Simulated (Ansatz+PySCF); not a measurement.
The numbers below are computed, except where a source is named.
Input for Ansatz (development build ahead of 0.2.0):

```yaml
crystal:
  periodic: [false, false, false]
  atoms:
    - { symbol: O, position_ang: [0.0, 0.0, 0.0] }
    - { symbol: H, position_ang: [1.35214, 0.0, 1.13458] }
    - { symbol: H, position_ang: [-1.35214, 0.0, 1.13458] }
basis:
  gaussian: { orbitals: "6-31G" }
total_charge: 1
magnetization:
  initial_magnetization: 1
hamiltonian:
  xc: hf
correlation:
  method: fci
  frozen_orbitals: { H: 0, O: 1 }
```

The input is written out in the form of the current development build from the run's settings.

Results

| Property | Result |
| --- | --- |
| Converged | yes |
| Total energy | -75.50961 hartree |
| State | lowest doublet root, of any spatial symmetry |
